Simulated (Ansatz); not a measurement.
The first iterations of a band of CH6AlN (9 atoms, charge 0, multiplicity 1).

Method: Ansatz, RKS PBE0/def2-SVP.

| Item | Value |
| --- | --- |
| movable images | 7 |
| climbing image | yes |
| spring | 5.0 eV/Å² |
| optimiser | quadratic models (default) |
| start path | through a guess of the saddle point |
| force threshold | 0.2 eV/Å |
| iteration limit | 60 |
| end points | relaxed |

First end point:

```xyz
9
Properties=species:S:1:pos:R:3
Al 0.481 0.185 -0.113
C 0.945 -0.108 1.764
H 0.083 -0.410 2.381
H 1.717 -0.890 1.866
H 1.369 0.806 2.213
H 1.542 0.615 -1.219
N -1.191 -0.021 -0.675
H -1.982 -0.288 -0.099
H -1.499 0.111 -1.632
```

Last end point:

```xyz
9
Properties=species:S:1:pos:R:3
Al -1.213 0.777 -2.396
C 1.480 -0.042 1.644
H 0.684 0.014 0.889
H 1.314 -0.909 2.298
H 1.480 0.875 2.249
H 2.453 -0.145 1.144
N -1.503 -0.013 -0.797
H -1.362 -0.999 -0.583
H -1.868 0.442 0.038
```

| iteration | highest image above the first end (eV) | largest band force component (eV/Å) |
| --- | --- | --- |
| 1 | 27.802 | 92.506 |
| 2 | 6.588 | 25.782 |
| 3 | 3.937 | 14.424 |
| 4 | 4.657 | 5.756 |
| 5 | 4.398 | 2.192 |
| 6 | 3.500 | 1.599 |
| 7 | 2.696 | 1.967 |
| 8 | 2.704 | 1.506 |

Task: Does the band converge within its limit, and where does its top end?

Result: The run converged. It ended after 26 iterations with the highest image 3.360 eV above the first end. The threshold of 0.2 eV/Å is loose, so the images may lie well off the minimum-energy path. Beside the main top the profile has a ripple of under 15 meV (maxima at images 2, 5), which may be a very shallow well or noise. Neighbouring images differ by up to 3.3 eV, so the band resolves the path poorly. Another band between the same ends (7 images) ends at a top of the same energy, where a vibrational analysis finds 1 clearly imaginary mode. The orbitals stay closed-shell, which can raise the energy where a bond breaks towards radicals; this wasn't checked here.

Time of the run: 6.9 min on 1 thread of Arm Neoverse V1, with other jobs on the host, peak memory 0.16 GiB.
